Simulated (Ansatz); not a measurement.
Solid iodine

The numbers are results of PBE (Ansatz, a quantum-chemistry and plane-wave program, plane waves, PAW), not measurements.

Run with plane-wave cutoff 500 eV, 8×8×4 k mesh (along the axes of the cell as run), gaussian smearing 0.02 eV, scalar-relativistic PAW data made under PBE.

Cell (relaxed at this level):

```cif
data_I8
_chemical_formula_sum 'I8'
_space_group_name_H-M_alt 'Cmce'
_space_group_IT_number 64
_space_group_name_Hall '-C 2ac 2'
_cell_length_a 9.07848
_cell_length_b 4.61898
_cell_length_c 9.81821
_cell_angle_alpha 90.000
_cell_angle_beta 90.000
_cell_angle_gamma 90.000
loop_
_atom_site_label
_atom_site_type_symbol
_atom_site_symmetry_multiplicity
_atom_site_Wyckoff_symbol
_atom_site_fract_x
_atom_site_fract_y
_atom_site_fract_z
_atom_site_occupancy
I1 I 8 f 0.00000 0.34027 0.37801 1
```
(The calculation used a cell of 4 atoms; values per cell refer to that cell.)

```json
{
  "band_gap": "1.03 eV (on the SCF k mesh)"
}
```

Note: the cell comes from a level without a dispersion term, which matters for the spacing of layers, chains or molecules.

Spin–orbit coupling is not included; with these elements it can move the gap by several tenths of an eV or more.

Computed values are for the static lattice.
